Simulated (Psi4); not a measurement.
**One shape, several levels: SiPH5 (SMILES [SiH3]P)**

Aim: a comparison of 4 runs (HF/STO-3G, HF/def2-SVP, wB97X/3-21G, LCCD/6-31+G**) of SiPH5. 

The calculation is run with Psi4 1.11.

1 further run of the same task is left out (set aside as unsound or not needed).

**1. The system as given**

SiPH5: 7 atoms, total charge 0, spin state singlet. SMILES: `[SiH3]P`. The coordinates come from a GFN2-xTB relaxation.

Bond lengths: Si1–P2 2.234 Å, Si1–H3 1.462 Å, Si1–H4 1.462 Å, Si1–H5 1.465 Å, P2–H6 1.383 Å, P2–H7 1.383 Å. Angles: Si1–P2–H6 95.7°, Si1–P2–H7 95.8°, P2–Si1–H3 106.9°, P2–Si1–H4 106.8°, P2–Si1–H5 113.1°, H6–P2–H7 92.2°, H3–Si1–H4 111.1°, H3–Si1–H5 109.5°, H4–Si1–H5 109.5°.

**2. Energy and gradient at HF/STO-3G (run 1)**

Contents of h5psi.xyz:

```xyz
7
H5PSi
Si    -0.640830    -0.361550    -0.395920
P      1.061310    -0.009120     1.007680
H     -1.825500    -0.602940     0.426340
H     -0.298920    -1.544330    -1.184630
H     -0.890510     0.768910    -1.293660
H      0.664680     1.260240     1.387120
H      1.929760     0.488790     0.053060
```

Contents of calc.py:

```python
import psi4

psi4.set_memory('1600 MB')
psi4.set_num_threads(1)
psi4.core.set_output_file('psi4.out', False)

with open('h5psi.xyz') as f:
    atoms = ''.join(f.readlines()[2:])
molecule = psi4.geometry('0 1\n' + atoms + 'symmetry c1\nno_reorient\nno_com')

options = {'puream': True, 'e_convergence': 1e-09, 'd_convergence': 1e-08, 'scf_type': 'pk'}
psi4.set_options(options)

E, wfn = psi4.gradient("scf/STO-3G", return_wfn=True)
psi4.oeprop(wfn, "WIBERG_LOWDIN_INDICES", "DIPOLE", "MULLIKEN_CHARGES")
print('gradient / Eh bohr^-1')
print(E.np.round(6))
print(f'energy = {wfn.energy():.10f} Eh')
```

The run is started by

```bash
$ python calc.py
```

psi4.out:

```text
[...]
  Running in c1 symmetry.
[...]
  Nuclear repulsion =   91.502975466955917
[...]
  Multiplicity = 1
[...]
  Nalpha       = 17
  Nbeta        = 17
[...]
    Number of basis functions: 23
[...]
   @RHF iter   1:  -625.41035235426352   -2.07547e+00   5.15065e-03 DIIS/ADIIS
[...]
   @RHF iter   8:  -625.42444970984968   -3.29692e-12   8.01224e-09 DIIS
[...]
    Orbital Energies [Eh]
    ---------------------
    Doubly Occupied:
       1A    -78.900029     2A    -67.960923     3A     -7.220989
       4A     -5.949747     5A     -5.044372     6A     -5.044211
       7A     -5.041854     8A     -3.975553     9A     -3.974330
      10A     -3.974242    11A     -0.808634    12A     -0.659403
      13A     -0.469036    14A     -0.437742    15A     -0.417175
      16A     -0.363849    17A     -0.267157
[...]
  @RHF Final Energy:  -625.42444970984968
   => Energetics <=
    Nuclear Repulsion Energy =             91.5029754669559168
    One-Electron Energy =               -1052.8363586649161334
    Two-Electron Energy =                 335.9089334881105060
    Total Energy =                       -625.4244497098496822
[...]
  -Total Gradient:
     Atom            X                  Y                   Z
    ------   -----------------  -----------------  -----------------
       1       -0.003373688757     0.001154252651    -0.003385361416
       2        0.009047737790    -0.005361459121     0.011505732331
       3       -0.014744414346    -0.001913795336     0.016354313676
       4        0.010110506241    -0.017151165296    -0.009678126248
       5       -0.002838622244     0.017726514410    -0.013104335741
       6        0.000984534885     0.002559140200    -0.001144534179
       7        0.000813946424     0.002986512492    -0.000547688424
[...]
```

The script printed:

```text
gradient / Eh bohr^-1
[[-0.003374  0.001154 -0.003385]
 [ 0.009048 -0.005361  0.011506]
 [-0.014744 -0.001914  0.016354]
 [ 0.010111 -0.017151 -0.009678]
 [-0.002839  0.017727 -0.013104]
 [ 0.000985  0.002559 -0.001145]
 [ 0.000814  0.002987 -0.000548]]
energy = -625.4244497098 Eh
```

It took 1.4 s on 1 thread of Intel Xeon 6975P-C (Granite Rapids), shared host; peak memory 0.18 GiB.

**3. A single-point energy at HF/def2-SVP (run 2)**

h5psi.xyz is that of step 2.

Contents of h5psi.py:

```python
import psi4

psi4.set_memory('1600 MB')
psi4.set_num_threads(1)
psi4.set_output_file('h5psi.out', False)

with open('h5psi.xyz') as f:
    atoms = ''.join(f.readlines()[2:])
molecule = psi4.geometry('0 1\n' + atoms + 'symmetry c1')

psi4.set_options(dict(basis='def2-SVP', puream=True, e_convergence=1e-09, d_convergence=1e-08, scf_type='pk'))

energy_value, wavefunction = psi4.energy("scf", return_wfn=True)
print(f'scf energy: {energy_value:.10f} Eh')
```

The run is started by

```bash
$ python h5psi.py
```

h5psi.out:

```text
[...]
  Running in c1 symmetry.
[...]
  Nuclear repulsion =   91.502975466955917
[...]
  Multiplicity = 1
[...]
  Nalpha       = 17
  Nbeta        = 17
[...]
    Number of basis functions: 61
[...]
   @RHF iter   1:  -632.33422552903664   -4.21026e-01   2.82685e-03 ADIIS/DIIS
[...]
   @RHF iter  10:  -632.37319437945052   -4.43379e-12   6.39019e-09 DIIS
[...]
    Orbital Energies [Eh]
    ---------------------
    Doubly Occupied:
       1A    -79.901690     2A    -68.757369     3A     -7.475978
       4A     -6.132617     5A     -5.374753     6A     -5.374425
       7A     -5.373192     8A     -4.242751     9A     -4.242327
      10A     -4.242203    11A     -0.866472    12A     -0.708704
      13A     -0.540395    14A     -0.506117    15A     -0.487567
      16A     -0.449706    17A     -0.367975
[...]
  @RHF Final Energy:  -632.37319437945052
   => Energetics <=
    Nuclear Repulsion Energy =             91.5029754669559168
    One-Electron Energy =               -1057.6638559534237629
    Two-Electron Energy =                 333.7876861070172936
    Total Energy =                       -632.3731943794505241
[...]
 Multipole Moments:
 ------------------------------------------------------------------------------------
     Multipole            Electronic (a.u.)      Nuclear  (a.u.)        Total (a.u.)
 ------------------------------------------------------------------------------------
 L = 1.  Multiply by 2.5417464519 to convert [e a0] to [Debye]
 Dipole X            :          2.1135300           -2.2444638           -0.1309338
 Dipole Y            :         -0.7063439            0.9415574            0.2352135
 Dipole Z            :          2.4060907           -2.6650463           -0.2589556
 Magnitude           :                                                    0.3735332
[...]
```

On the terminal:

```text
scf energy: -632.3731943795 Eh
```

Wall time 1.5 s (1 thread of Intel Xeon 6975P-C (Granite Rapids), shared host); peak memory 0.2 GiB.

Run 3 isn't shown in full; the table further down has it.

**4. A single-point energy at LCCD/6-31+G(d,p) (fitted SCF, Cartesian functions) (run 4)**

Contents of input.inp:

```
memory 1600 MB

molecule geom {
  Si
  P 1 2.234185
  H 1 1.46213 2 106.8596
  H 1 1.462168 3 111.05503 2 116.07187
  H 1 1.464997 3 109.50707 4 121.03128
  H 2 1.382955 1 95.66174 3 -73.9219
  H 2 1.383264 6 92.23632 1 96.08387
}

set {
  basis       6-31+G**
  freeze_core true
  cc_type     conv
}

energy('lccd')
```

The run is started by

```bash
$ psi4 -i input.inp -o input.out -n 1
```

input.out:

```text
[...]
  Running in c1 symmetry.
[...]
  Nuclear repulsion =   91.502962128020997
[...]
  Multiplicity = 1
[...]
  Nalpha       = 17
  Nbeta        = 17
[...]
    Number of basis functions: 71
[...]
   @RHF iter   1:  -632.50263917188090   -4.88568e-01   2.56230e-03 DIIS/ADIIS
[...]
   @RHF iter  10:  -632.54345210157146   -3.63798e-12   4.15101e-09 DIIS
[...]
  @RHF Final Energy:  -632.54345210157146
   => Energetics <=
    Nuclear Repulsion Energy =             91.5029621280209966
    One-Electron Energy =               -1057.9703677624306692
    Two-Electron Energy =                 333.9239535328383113
    Total Energy =                       -632.5434521015713472
[...]
 Multipole Moments:
 ------------------------------------------------------------------------------------
     Multipole            Electronic (a.u.)      Nuclear  (a.u.)        Total (a.u.)
 ------------------------------------------------------------------------------------
 L = 1.  Multiply by 2.5417464519 to convert [e a0] to [Debye]
 Dipole X            :         -1.1094665            1.3792791            0.2698126
 Dipole Y            :          0.6512167           -0.8088635           -0.1576468
 Dipole Z            :          2.9654088           -3.2357305           -0.2703217
 Magnitude           :                                                    0.4131890
[...]
      * SCS-MP2 total energy:                 -632.774135127501
[...]
      * MP2 total energy:                     -632.760810760760
[...]
```

It took 3.6 s on 1 thread of Intel Xeon 6975P-C (Granite Rapids), shared host; peak memory 0.35 GiB.

**5. All runs side by side**

```tsv
run	level	task	integration grid	energy (Eh)	dipole moment (D)	HOMO energy (eV)	LUMO energy (eV)	wall time
1	HF/STO-3G	gradient	–	-625.424450	0.72	-7.27	11.03	1.4 s
2	HF/def2-SVP	energy	–	-632.373194	0.95	-10.01	4.25	1.5 s
3	wB97X/3-21G	energy	99 radial × 590 angular	-630.504863	1.61	-9.62	2.56	5.1 s
4	LCCD/6-31+G** (fitted SCF, Cartesian functions)	energy	–	-632.809459	–	-10.00	1.71	3.6 s
```

**6. Results**

| quantity | value |
| --- | --- |
| run 4: total energy | -632.80946 Eh |
| run 4: HOMO energy (Hartree–Fock orbitals) | -10.00 eV |
| run 4: LUMO energy (Hartree–Fock orbitals) | 1.71 eV |
| run 4: HOMO–LUMO gap (Hartree–Fock orbitals) | 11.71 eV |
| run 4: correlation energy (10 core orbitals frozen) | -266.0 mEh |

**Reading.** Over runs 1, 2, 3 the dipole moment (its size) runs from 0.72 D (HF/STO-3G) to 1.61 D (wB97X/3-21G). The two ends differ in method and basis. Over runs 1, 2, 3 the HOMO–LUMO gap runs from 12.18 eV (wB97X/3-21G) to 18.30 eV (HF/STO-3G). In run 1 the basis is minimal, so the values are rough. All runs together took 12 s, the longest 5.1 s.
